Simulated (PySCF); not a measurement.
Molecule: SMILES C[C@@H]1C=C1F, C$_{4}$H$_{5}$F.

Bonds (- single, = double, # triple, : aromatic): C1-C2 1.512 Å, C2-C3 1.547 Å, C3=C4 1.291 Å, C4-F5 1.307 Å, C4-C2 1.468 Å. C1 carries H6, H7, H8; C2 carries H9; C3 carries H10. Stereochemistry as in C[C@@H]1C=C1F.

Geometry PBE0-D3(BJ)/def2-SVP throughout; GIAO in PySCF 2.14.0 with density-fitted response routines, gas phase, one conformer, non-relativistic; equivalent atoms averaged; basis pcSseg-2.

For orientation, PBE0 gives these absolute shieldings σ: C4 20.6, C3 101.6, C1 159.4, C2 151.9, F5 313.3, H10 25.97, H9 28.61, H6/H7/H8 30.02 ppm.

A run gave: C4 25.2, C3 107.1, C1 156.9, C2 146.0, F5 296.1, H10 26.10, H9 28.32, H6/H7/H8 29.93 ppm (absolute shieldings σ).

Which functional was used in that run?
A. HF
B. B97-D
C. BLYP
D. KT2

Results:

D. C4 tells them apart best: KT2 gives 25.2, BLYP gives 9.1, HF gives 33.8, B97-D gives 19.3 ppm.
